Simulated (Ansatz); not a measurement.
## H$_{2}$O ··· NH$_{3}$

The pair of H$_{2}$O (SMILES O, atoms 1–3) and NH$_{3}$ (SMILES N, atoms 4–7), both closed shells, in one local arrangement (a lower one may exist), relaxed at PBE0-D4/def2-TZVP:

```json
{"atom": "O1", "x (Å)": "-0.0591", "y (Å)": "-0.3761", "z (Å)": "-1.8739"}
{"atom": "H2", "x (Å)": "-0.0230", "y (Å)": "-0.1594", "z (Å)": "-0.9236"}
{"atom": "H3", "x (Å)": "0.0813", "y (Å)": "0.4554", "z (Å)": "-2.3290"}
{"atom": "N4", "x (Å)": "0.0043", "y (Å)": "0.0340", "z (Å)": "1.0041"}
{"atom": "H5", "x (Å)": "-0.3687", "y (Å)": "-0.8504", "z (Å)": "1.3281"}
{"atom": "H6", "x (Å)": "0.9347", "y (Å)": "0.1293", "z (Å)": "1.3921"}
{"atom": "H7", "x (Å)": "-0.5695", "y (Å)": "0.7672", "z (Å)": "1.4021"}
```

Computed with Ansatz 0.2.0 (basis: def2-TZVPPD, with def2-QZVPPD for the basis limit); correlated methods freeze the cores. B3LYP uses VWN-RPA correlation. Extrapolation: Hartree–Fock as exp(−7.88 √X), correlation as X^−2.97. Interaction energies count from these two fragments, frozen as in the pair, with the counterpoise correction; negative means bound.

**Question.** What is the interaction energy by CCSD(T) at an estimated basis limit (MP2 extrapolated from triple and quadruple zeta, plus CCSD(T) − MP2 in triple zeta)? (An estimate is asked for; the value comes from the calculation.)

**Answer.** By the calculation: -27.2 kJ/mol. Hartree–Fock alone gives -18.5 kJ/mol at the basis limit. It counts from the two fragments frozen as in the pair.

The same quantity by other methods in triple zeta, and each one's difference from that estimate:
| method | E_int (kJ/mol) | difference |
| --- | --- | --- |
| PBE-D4 | -31.1 | -3.9 |
| revPBE-D4 | -27.3 | -0.1 |
| BLYP-D4 | -28.0 | -0.8 |
| r2SCAN-D4 | -29.2 | -2.0 |
| B97M-V | -27.2 | 0.0 |
| PBE0-D4 | -30.4 | -3.2 |
| B3LYP-D4 | -28.8 | -1.6 |
| HSE06-D4 | -30.3 | -3.1 |
| wB97X-V | -27.8 | -0.6 |
| wB97M-V | -27.4 | -0.2 |
| B2PLYP | -26.1 | 1.1 |
| HF | -18.5 | 8.7 |
| MP2 | -26.0 | 1.2 |
| CCSD | -24.1 | 3.1 |
| CCSD(T) | -25.5 | 1.7 |
Differences are method less estimate.

**Question.** Which atoms make the shortest contact between the fragments?

**Answer.** H2 and N4, 1.94 Å apart.

Basis-set superposition shift (counterpoise-corrected less uncorrected): CCSD(T) 2.2; MP2 2.3; HF 0.4; PBE0-D4 0.5; wB97M-V 0.6 kJ/mol.

T1 diagnostic: at most 0.011.

For scale, one of the runs: CCSD(T)/def2-TZVPPD, 162 basis functions, launched by `ansatz run in.yaml --threads 2 --pin off --events-out ev --progress --plain --max-ram 5222MiB`. Time: 13 s of wall clock on 2 CPU threads of an Arm Neoverse V2; the host was shared. Peak host memory: 1.2 GiB.
